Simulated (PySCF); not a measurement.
water (H2O), SMILES O. Heavy atoms are numbered as in [OH2:1]. Hydrogens are named by the atom that carries them.

Geometry optimised at TPSSh-D3(BJ)/def2-TZVPD.

These are HF/pcSseg-2 (PySCF) values and carry that method's errors.

GIAO shieldings, no solvent; atoms alike by connectivity are averaged. δ = σ(ref) − σ: ¹⁷O against H2O (σ = 326.0 ppm); ¹H against TMS (σ = 31.98 ppm), references at their B3LYP-D3(BJ)/def2-TZVP geometries, non-relativistic.

Computed chemical shifts:
```json
[
 {"nucleus": "¹⁷O", "atoms": "O1 (OH2)", "count": "1", "δ (ppm)": "1.3"},
 {"nucleus": "¹H", "atoms": "H on O1", "count": "2", "δ (ppm)": "1.74"}
]
```
